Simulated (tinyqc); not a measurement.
Worked calculation: extended Hueckel theory, for SiH4. One step of it, computed by the program tinyqc.

Problem. Mulliken analysis. P = C n C^T; charge = valence electrons (Si 4, H 1) minus the sum of (P S)_ii on the atom; overlap population = 2 sum P_ij S_ij between two atoms.

coefficients:
```
,MO1,MO2,MO3,MO4,MO5,MO6,MO7,MO8
1Si 3s,0.601319,0.000000,0.000000,0.000000,0.000000,0.000000,0.000000,1.417798
1Si 3px,0.000000,0.390835,0.042740,-0.000537,1.025199,-0.599386,-0.142749,0.000000
1Si 3py,0.000000,0.038369,-0.348638,0.177646,0.044452,-0.204440,1.177668,0.000000
1Si 3pz,0.000000,0.018835,-0.176645,-0.350743,0.614544,1.014699,0.152953,0.000000
2H 1s,0.217150,0.414836,-0.446784,-0.160767,-0.748949,-0.093774,-0.528238,-0.688359
3H 1s,0.217150,0.308906,0.525929,0.159772,-0.162847,0.626859,0.655197,-0.688359
4H 1s,0.217150,-0.343784,-0.198819,0.489729,0.709414,0.275600,-0.519163,-0.688359
5H 1s,0.217150,-0.379958,0.119675,-0.488734,0.202383,-0.808685,0.392204,-0.688359
```

occupations: 2.000000  2.000000  2.000000  2.000000  0.000000  0.000000  0.000000  0.000000

overlap S:
```
,1Si 3s,1Si 3px,1Si 3py,1Si 3pz,2H 1s,3H 1s,4H 1s,5H 1s
1Si 3s,1.000000,0.000000,0.000000,0.000000,0.405657,0.405657,0.405657,0.405657
1Si 3px,0.000000,1.000000,0.000000,0.000000,0.296729,0.296729,-0.296729,-0.296729
1Si 3py,0.000000,0.000000,1.000000,0.000000,0.296729,-0.296729,0.296729,-0.296729
1Si 3pz,0.000000,0.000000,0.000000,1.000000,0.296729,-0.296729,-0.296729,0.296729
2H 1s,0.405657,0.296729,0.296729,0.296729,1.000000,0.046029,0.046029,0.046029
3H 1s,0.405657,0.296729,-0.296729,-0.296729,0.046029,1.000000,0.046029,0.046029
4H 1s,0.405657,-0.296729,0.296729,-0.296729,0.046029,0.046029,1.000000,0.046029
5H 1s,0.405657,-0.296729,-0.296729,0.296729,0.046029,0.046029,0.046029,1.000000
```

Give: charges; Overlap populations.

Solution.

charges: 1Si 0.9064, 2H -0.2266, 3H -0.2266, 4H -0.2266, 5H -0.2266

Overlap populations:
```
pair,value
2-1,0.721504
3-1,0.721504
3-2,-0.015717
4-1,0.721504
4-2,-0.015717
4-3,-0.015717
5-1,0.721504
5-2,-0.015717
5-3,-0.015717
5-4,-0.015717
```
